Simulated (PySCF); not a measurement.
# Where does dimethylphosphine take a proton?

Parent: dimethylphosphine, `CPC` (C2H7P). Coordinates in Å; atoms count from 1 in this order:
```
C     1.3802    0.2064   -0.0682
P     0.2108   -0.4291    1.2228
C    -1.4012    0.1412    0.5053
H     2.3823   -0.2122    0.1085
H     1.4577    1.3002    0.0297
H     1.0689   -0.0341   -1.0962
H     0.1448   -1.7768    0.7483
H    -2.2314   -0.3219    1.0594
H    -1.5108   -0.0939   -0.5645
H    -1.4837    1.2310    0.6371
```

Energies: ωB97X-D3(BJ)/def2-TZVP (PySCF, density fitting, integration grid level 2) on PBE0-D3(BJ)/def2-SVP structures. Thermal corrections: PBE0-D3(BJ)/def2-SVP frequencies, unscaled, ideal gas at 298.15 K and 1 bar, quasi-RRHO entropy.

```csv
site,product,PA / kJ/mol,GB / kJ/mol
P2 (phosphorus),C[PH2+]C,931,898
```

PA is −ΔH and GB is −ΔG of B + H⁺ → BH⁺ in the gas phase. Sites whose products fell apart, merged with another or lost in a GFN2-xTB screen aren't listed.

Measured values (NIST Chemistry WebBook, evaluated or the median of agreeing entries): proton affinity (−ΔH) 912 kJ/mol (computed 931, difference 19); gas-phase basicity (−ΔG) 878 kJ/mol (computed 898, difference 20).

Run with `OMP_NUM_THREADS=1 python redox_run.py task.json out` on 1 thread of Arm Neoverse V2, a shared host. Structures, frequencies and single points: 2.4 min of wall time.
